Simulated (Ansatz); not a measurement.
A calculation with Ansatz (development build ahead of 0.2.0).

```yaml
crystal:
  periodic: [false, false, false]
  atoms:
    - { symbol: "N", position_ang: [0.0, 0.0, -0.49317] }
    - { symbol: O, position_ang: [0.0, 1.1461, 0.21576] }
    - { symbol: O, position_ang: [0.0, -1.1461, 0.21576] }
basis:
  gaussian: { orbitals: cc-pVDZ }
total_charge: -1
hamiltonian:
  xc: hf
```

The input is written out in the form of the current development build from the run's settings.

Output:

```yaml
Converged: yes
Total_energy: -204.04277 hartree
Spin_squared_of_the_determinant: 0.000
```

Caution: no diffuse functions for an anion.
